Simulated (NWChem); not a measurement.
## Correlation energy of C (+1)

```xyz
1

C      0.0000     0.0000     0.0000
```
Charge +1, spin multiplicity 2.

Everything below was run with NWChem.

Basis set: def2-QZVP. Each correlation energy counts from its own Hartree-Fock reference.

| method | correlation energy (mHa) |
|---|---|
| CCSD(T) on ROHF | -82.6 |
| CCSD[T] on UHF | -78.1 |
| CCSD[T] on ROHF | -82.6 |
| CCSD(T) on UHF | -78.1 |
| CCSD on ROHF | -81.2 |
| UMP2 | -54.1 |
| SCS-UMP2 | -61.7 |
| CCSD on UHF | -76.8 |

The values span 28.5 mHa, from CCSD(T) on ROHF (lowest) to UMP2 (highest). 

The correlated methods keep 1 core orbital frozen. No SCF solution was tested for a lower state. Open-shell Hartree-Fock references start from PBE0 orbitals. Coupled-cluster values serve here as a point of comparison, not as the truth.
